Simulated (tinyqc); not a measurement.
Worked calculation: UHF in the sto-3g basis, for OH+, spin multiplicity 3. One step of it, computed by the program tinyqc.

Problem. Iteration 2: building the Fock matrix. J_ij = sum D_kl (ij|kl) with D = D(alpha) + D(beta), K_ij = sum D_kl (ik|jl) for each spin; F = H + J - K(s); E = tr D H + tr D J / 2 - 0.5 sum_s tr D(s) K(s) + E_nn.

D(alpha) after iteration 1:
```
            1O 1s      1O 2s    1O 2px    1O 2py     1O 2pz      2H 1s
1O 1s    1.060744  -0.262042  0.000000  0.000000  -0.003182   0.011590
1O 2s   -0.262042   1.149497  0.000000  0.000000   0.018531  -0.082271
1O 2px   0.000000   0.000000  1.000000  0.000000   0.000000   0.000000
1O 2py   0.000000   0.000000  0.000000  1.000000   0.000000   0.000000
1O 2pz  -0.003182   0.018531  0.000000  0.000000   0.973240   0.028753
2H 1s    0.011590  -0.082271  0.000000  0.000000   0.028753   0.006870
```

D(beta) after iteration 1:
```
            1O 1s      1O 2s    1O 2px    1O 2py     1O 2pz      2H 1s
1O 1s    1.059752  -0.255245  0.000000  0.000000   0.001317   0.003268
1O 2s   -0.255245   1.108074  0.000000  0.000000  -0.005583  -0.043773
1O 2px   0.000000   0.000000  0.000000  0.000000   0.000000   0.000000
1O 2py   0.000000   0.000000  0.000000  0.000000   0.000000   0.000000
1O 2pz   0.001317  -0.005583  0.000000  0.000000   0.961586   0.042358
2H 1s    0.003268  -0.043773  0.000000  0.000000   0.042358   0.003622
```

core Hamiltonian H = T + V (hartree):
```
             1O 1s      1O 2s     1O 2px     1O 2py     1O 2pz      2H 1s
1O 1s   -32.256682  -7.502919   0.000000   0.000000  -0.020897  -2.349125
1O 2s    -7.502919  -8.866282   0.000000   0.000000  -0.229566  -4.370235
1O 2px    0.000000   0.000000  -7.016604   0.000000   0.000000   0.000000
1O 2py    0.000000   0.000000   0.000000  -7.016604   0.000000   0.000000
1O 2pz   -0.020897  -0.229566   0.000000   0.000000  -7.186209  -2.845130
2H 1s    -2.349125  -4.370235   0.000000   0.000000  -2.845130  -5.284880
```

Two-electron integrals (ij|kl) in chemists' order, unique and non-zero (hartree):
```
(11|11) 4.785065   (21|11) 0.741380   (21|21) 0.136873   (22|11) 1.118947
(22|21) 0.256633   (22|22) 0.817206   (31|31) 0.024477   (32|31) 0.037809
(32|32) 0.180518   (33|11) 1.115814   (33|21) 0.256684   (33|22) 0.817023
(33|33) 0.880159   (41|41) 0.024477   (42|41) 0.037809   (42|42) 0.180518
(43|43) 0.047444   (44|11) 1.115814   (44|21) 0.256684   (44|22) 0.817023
(44|33) 0.785270   (44|44) 0.880159   (51|51) 0.024477   (52|51) 0.037809
(52|52) 0.180518   (53|53) 0.047444   (54|54) 0.047444   (55|11) 1.115814
(55|21) 0.256684   (55|22) 0.817023   (55|33) 0.785270   (55|44) 0.785270
(55|55) 0.880159   (61|11) 0.235036   (61|21) 0.042950   (61|22) 0.079766
(61|33) 0.079622   (61|44) 0.079622   (61|51) 0.001913   (61|52) 0.003558
(61|55) 0.080060   (61|61) 0.013643   (62|11) 0.503300   (62|21) 0.116578
(62|22) 0.403109   (62|33) 0.396908   (62|44) 0.396908   (62|51) 0.008530
(62|52) 0.061684   (62|55) 0.415153   (62|61) 0.037106   (62|62) 0.234490
(63|31) 0.013003   (63|32) 0.072689   (63|53) 0.013212   (63|63) 0.035869
(64|41) 0.013003   (64|42) 0.072689   (64|54) 0.013212   (64|64) 0.035869
(65|11) 0.331674   (65|21) 0.077924   (65|22) 0.287996   (65|33) 0.274580
(65|44) 0.274580   (65|51) 0.018132   (65|52) 0.115433   (65|55) 0.314522
(65|61) 0.026043   (65|62) 0.203603   (65|65) 0.211119   (66|11) 0.600869
(66|21) 0.141378   (66|22) 0.552893   (66|33) 0.530668   (66|44) 0.530668
(66|51) 0.014960   (66|52) 0.141799   (66|55) 0.596731   (66|61) 0.045527
(66|62) 0.382622   (66|65) 0.380585   (66|66) 0.774606
```

nuclear repulsion = 5.13141538 hartree

Give: Coulomb J; exchange K(alpha); exchange K(beta); F(alpha); F(beta); total energy of this density.

Solution.

Coulomb J (hartree):
```
         1O 1s  1O 2s  1O 2px  1O 2py  1O 2pz  2H 1s
1O 1s   16.230  3.004   0.000   0.000   0.002  0.943
1O 2s    3.004  7.114   0.000   0.000   0.007  3.430
1O 2px   0.000  0.000   7.077   0.000   0.000  0.000
1O 2py   0.000  0.000   0.000   7.077   0.000  0.000
1O 2pz   0.002  0.007   0.000   0.000   7.167  2.417
2H 1s    0.943  3.430   0.000   0.000   2.417  4.563
```

exchange K(alpha) (hartree):
```
        1O 1s  1O 2s  1O 2px  1O 2py  1O 2pz  2H 1s
1O 1s   4.916  0.856   0.000   0.000   0.002  0.278
1O 2s   0.856  1.428   0.000   0.000   0.006  0.671
1O 2px  0.000  0.000   1.177   0.000   0.000  0.000
1O 2py  0.000  0.000   0.000   1.177   0.000  0.000
1O 2pz  0.002  0.006   0.000   0.000   1.166  0.410
2H 1s   0.278  0.671   0.000   0.000   0.410  0.514
```

exchange K(beta) (hartree):
```
        1O 1s  1O 2s  1O 2px  1O 2py  1O 2pz  2H 1s
1O 1s   4.866  0.780   0.000   0.000   0.002  0.252
1O 2s   0.780  1.065   0.000   0.000   0.003  0.533
1O 2px  0.000  0.000   0.247   0.000   0.000  0.000
1O 2py  0.000  0.000   0.000   0.247   0.000  0.000
1O 2pz  0.002  0.003   0.000   0.000   1.070  0.388
2H 1s   0.252  0.533   0.000   0.000   0.388  0.458
```

F(alpha) (hartree):
```
          1O 1s   1O 2s  1O 2px  1O 2py  1O 2pz   2H 1s
1O 1s   -20.943  -5.354   0.000   0.000  -0.021  -1.684
1O 2s    -5.354  -3.180   0.000   0.000  -0.229  -1.611
1O 2px    0.000   0.000  -1.117   0.000   0.000   0.000
1O 2py    0.000   0.000   0.000  -1.117   0.000   0.000
1O 2pz   -0.021  -0.229   0.000   0.000  -1.185  -0.838
2H 1s    -1.684  -1.611   0.000   0.000  -0.838  -1.237
```

F(beta) (hartree):
```
          1O 1s   1O 2s  1O 2px  1O 2py  1O 2pz   2H 1s
1O 1s   -20.892  -5.278   0.000   0.000  -0.021  -1.658
1O 2s    -5.278  -2.817   0.000   0.000  -0.226  -1.473
1O 2px    0.000   0.000  -0.187   0.000   0.000   0.000
1O 2py    0.000   0.000   0.000  -0.187   0.000   0.000
1O 2pz   -0.021  -0.226   0.000   0.000  -1.089  -0.816
2H 1s    -1.658  -1.473   0.000   0.000  -0.816  -1.180
```

total energy of this density = -73.81007 hartree
